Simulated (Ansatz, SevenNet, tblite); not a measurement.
## Zinc-blende CuI, zone-centre TO phonon frequency

Reference value: 132 cm⁻¹ (measured, 9 K, not corrected to a static lattice, Raman; as tabulated in arXiv:2305.18931).

| level (code) | value (cm⁻¹) | cell (Å³/atom) | difference (%) |
|---|---|---|---|
| GFN1-xTB (tblite) | 176 | 29.75 | +33 |
| SevenNet-0 (SevenNet) | 128 | 27.73 | -3.0 |
| LDA (Ansatz) | 156 | 25.18 | +18.2 |
| PBE (Ansatz) | 123 | 28.08 | -6.8 |
| r²SCAN (Ansatz) | 130 | 27.31 | -1.5 |

Nearest, and too close to rank with a margin of 2.0 % (twice that across the reference) picked here for doubts on the reference and the settings, and for temperature and zero-point motion: r²SCAN (-1.5 %), SevenNet-0 (-3.0 %). GFN1-xTB (+33 %) misses by most. Within 5 %: SevenNet-0, r²SCAN.

The measured value isn't corrected to a static lattice, so vibrations enter the comparison.  GFN1-xTB: the method was fitted mainly to molecules. GFN1-xTB: the run uses a supercell at the zone centre in place of a k mesh. Each level is taken at its own relaxed cell. Cutoffs and k meshes differ between the levels. Ansatz's density-functional and Hartree–Fock values are scalar-relativistic unless marked +SOC, with PAW data made under PBE.

Machine-learned potentials (SevenNet-0) are trained on DFT data, which may include these solids.

Differences are worked out from the printed values.

Ansatz is a first-principles code.
